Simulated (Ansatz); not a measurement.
**Al–GaH–F, triplet in cc-pVDZ: errors against UCCSDT(Q)**

Geometry: displaced at random from a stationary point.

```xyz
4

Al   -0.0067   -0.2790    2.0440
Ga   -0.0075    0.3527   -0.3705
F     0.0404   -0.9921   -1.4877
H    -0.0623    1.7698   -1.0463
```

Basis cc-pVDZ; Ansatz 0.2.0. Correlated methods freeze the noble-gas cores and the filled d shells of p-block atoms, which leaves 14 electrons in 44 orbitals. R marks a restricted (for open shells ROHF) determinant, U an unrestricted one. No spin–orbit coupling is included, and no scalar relativity.

Full CI isn't at hand for all of this; UCCSDT(Q) serves as the reference, and is uncertain by about the last step of the cluster series.

```
UHF ⟨S²⟩                          : 2.015
T1 diagnostic (RCCSD)             : 0.0359
largest doubles amplitude (RCCSD) : 0.084
T1 diagnostic (UCCSD)             : 0.0282
```

**Question.** From what is known of these methods and the diagnostics, rank them by the size of their error in total energy against UCCSDT(Q) in cc-pVDZ, smallest first (an estimate: the text doesn't fix the numbers).
A. UCCSD(T)
B. UCCSDT
C. UHF
D. UMP2
E. UCCSD

**Answer.** B (2.0 kJ/mol), A (5.5 kJ/mol), E (23.5 kJ/mol), D (88.6 kJ/mol), C (819.8 kJ/mol).

All errors are against UCCSDT(Q) in cc-pVDZ. Within each family the higher level lies nearer, as is usual though not guaranteed.
